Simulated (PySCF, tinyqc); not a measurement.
RKS/LDA (VWN5) in the sto-3g basis, for LiH, spin multiplicity 1, step by step. The lowest restricted solution is unstable here: a spin-polarised one lies 0.0082 hartree lower (PySCF). One step of it, computed by the program tinyqc.

Problem. Iteration 2: building the Kohn-Sham matrix. J_ij = sum D_kl (ij|kl); F = H + J + V_xc; E = tr D H + tr D J / 2 + E_xc + E_nn.

D after iteration 1:
```
            1Li 1s    1Li 2s   1Li 2px   1Li 2py    1Li 2pz      2H 1s
1Li 1s    1.959144  0.034769  0.000000  0.000000  -0.055070  -0.204060
1Li 2s    0.034769  0.305181  0.000000  0.000000   0.184019   0.631987
1Li 2px   0.000000  0.000000  0.000000  0.000000   0.000000   0.000000
1Li 2py   0.000000  0.000000  0.000000  0.000000   0.000000   0.000000
1Li 2pz  -0.055070  0.184019  0.000000  0.000000   0.113917   0.391813
2H 1s    -0.204060  0.631987  0.000000  0.000000   0.391813   1.347734
```

core Hamiltonian H = T + V (hartree):
```
            1Li 1s     1Li 2s    1Li 2px    1Li 2py    1Li 2pz      2H 1s
1Li 1s   -4.572555  -1.024720   0.000000   0.000000  -0.004080  -0.004930
1Li 2s   -1.024720  -1.270520   0.000000   0.000000  -0.048627  -0.131163
1Li 2px   0.000000   0.000000  -1.033258   0.000000   0.000000   0.000000
1Li 2py   0.000000   0.000000   0.000000  -1.033258   0.000000   0.000000
1Li 2pz  -0.004080  -0.048627   0.000000   0.000000  -1.063113  -0.202048
2H 1s    -0.004930  -0.131163   0.000000   0.000000  -0.202048  -0.965963
```

Two-electron integrals (ij|kl) in chemists' order, unique and non-zero (hartree):
```
(11|11) 1.680395   (21|11) 0.265420   (21|21) 0.049941   (22|11) 0.397727
(22|21) 0.092860   (22|22) 0.290562   (31|31) 0.008981   (32|31) 0.013788
(32|32) 0.064184   (33|11) 0.396640   (33|21) 0.092880   (33|22) 0.290497
(33|33) 0.312946   (41|41) 0.008981   (42|41) 0.013788   (42|42) 0.064184
(43|43) 0.016869   (44|11) 0.396640   (44|21) 0.092880   (44|22) 0.290497
(44|33) 0.279207   (44|44) 0.312946   (51|51) 0.008981   (52|51) 0.013788
(52|52) 0.064184   (53|53) 0.016869   (54|54) 0.016869   (55|11) 0.396640
(55|21) 0.092880   (55|22) 0.290497   (55|33) 0.279207   (55|44) 0.279207
(55|55) 0.312946   (61|11) 0.001016   (61|21) 0.000201   (61|22) 0.000414
(61|33) 0.000405   (61|44) 0.000405   (61|51) 0.000036   (61|52) 0.000078
(61|55) 0.000433   (61|61) 1.02e-06   (62|11) 0.021774   (62|21) 0.005238
(62|22) 0.020541   (62|33) 0.019333   (62|44) 0.019333   (62|51) 0.000661
(62|52) 0.006308   (62|55) 0.022928   (62|61) 0.000029   (62|62) 0.004546
(63|31) 0.000135   (63|32) 0.001049   (63|53) 0.000577   (63|63) 0.000129
(64|41) 0.000135   (64|42) 0.001049   (64|54) 0.000577   (64|64) 0.000129
(65|11) 0.033643   (65|21) 0.008101   (65|22) 0.031974   (65|33) 0.030009
(65|44) 0.030009   (65|51) 0.001034   (65|52) 0.009966   (65|55) 0.035860
(65|61) 0.000045   (65|62) 0.007296   (65|65) 0.011722   (66|11) 0.166460
(66|21) 0.040139   (66|22) 0.165306   (66|33) 0.155655   (66|44) 0.155655
(66|51) 0.004080   (66|52) 0.047874   (66|55) 0.184285   (66|61) 0.000217
(66|62) 0.051690   (66|65) 0.083863   (66|66) 0.774606
```

nuclear repulsion = 0.49938082 hartree

V_xc (hartree):
```
            1Li 1s     1Li 2s    1Li 2px    1Li 2py    1Li 2pz      2H 1s
1Li 1s   -1.033219  -0.136098   0.000000   0.000000  -0.002470  -0.000512
1Li 2s   -0.136098  -0.145014   0.000000   0.000000  -0.040499  -0.028398
1Li 2px   0.000000   0.000000  -0.140856   0.000000   0.000000   0.000000
1Li 2py   0.000000   0.000000   0.000000  -0.140856   0.000000   0.000000
1Li 2pz  -0.002470  -0.040499   0.000000   0.000000  -0.149274  -0.045933
2H 1s    -0.000512  -0.028398   0.000000   0.000000  -0.045933  -0.455995
```

E_xc = sum of w rho eps_xc = -2.13043206 hartree

Give: Coulomb J; Kohn-Sham matrix F; total energy of this density.

Solution.

Coulomb J (hartree):
```
         1Li 1s  1Li 2s  1Li 2px  1Li 2py  1Li 2pz   2H 1s
1Li 1s   3.7550  0.6294   0.0000   0.0000   0.0112  0.0026
1Li 2s   0.6294  1.1811   0.0000   0.0000   0.1024  0.1353
1Li 2px  0.0000  0.0000   1.1616   0.0000   0.0000  0.0000
1Li 2py  0.0000  0.0000   0.0000   1.1616   0.0000  0.0000
1Li 2pz  0.0112  0.1024   0.0000   0.0000   1.2131  0.2153
2H 1s    0.0026  0.1353   0.0000   0.0000   0.2153  1.5924
```

Kohn-Sham matrix F (hartree):
```
          1Li 1s   1Li 2s  1Li 2px  1Li 2py  1Li 2pz    2H 1s
1Li 1s   -1.8508  -0.5314   0.0000   0.0000   0.0047  -0.0029
1Li 2s   -0.5314  -0.2345   0.0000   0.0000   0.0132  -0.0243
1Li 2px   0.0000   0.0000  -0.0126   0.0000   0.0000   0.0000
1Li 2py   0.0000   0.0000   0.0000  -0.0126   0.0000   0.0000
1Li 2pz   0.0047   0.0132   0.0000   0.0000   0.0007  -0.0327
2H 1s    -0.0029  -0.0243   0.0000   0.0000  -0.0327   0.1705
```

total energy of this density = -7.600765 hartree
